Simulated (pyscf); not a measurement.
H₃C–Cl + CH₃• -> H₃C–CH₃ + Cl•, a substitution at C (doublet surface; C–Cl broken, C–C formed). Optimised with ωB97X-D3(BJ)/def2-SVP in PySCF. MP2 and CC: frozen core, UHF for open shells. ΔMP2 is the change of the MP2 total energy from the triple- to the quadruple-zeta basis. Energies in kJ/mol from the separated reactants.

AM1 to PM7: differences of heats of formation from MOPAC. Open shells are spin-unrestricted. 

Task: In single points PM7 puts the saddle at 104.9 kJ/mol and the reaction energy at -8.7 kJ/mol. Should these be trusted to within a few kcal/mol? Compare with CCSD(T)/def2-TZVPP + ΔMP2(QZVPP).

Result: CCSD(T)/def2-TZVPP + ΔMP2(QZVPP) gives ΔE‡ = 103.5 kJ/mol and ΔE = -42.7 kJ/mol. PM7 lies 1.4 kJ/mol over it in the barrier and 34.0 kJ/mol over it in the reaction energy, so on this step it does not hold to within 12.6 kJ/mol. CCSD(T)/def2-TZVPP + ΔMP2(QZVPP) has limits of its own. The same reactants have a lower exit, to •H₂C–Cl + CH₄ (barrier +57.5 kJ/mol at ωB97M-D3(BJ), against +102.1 kJ/mol here). One saddle was located; it need not be the lowest between these sides. The angle at the attacked C is 180°. The CCSD(T) − MP2 part came from Ansatz, without density fitting, on the same reference. A UHF reference is spin-contaminated (<S²> up to 0.85), which harms MP2 most. Left out: the spin-orbit lowering of Cl.
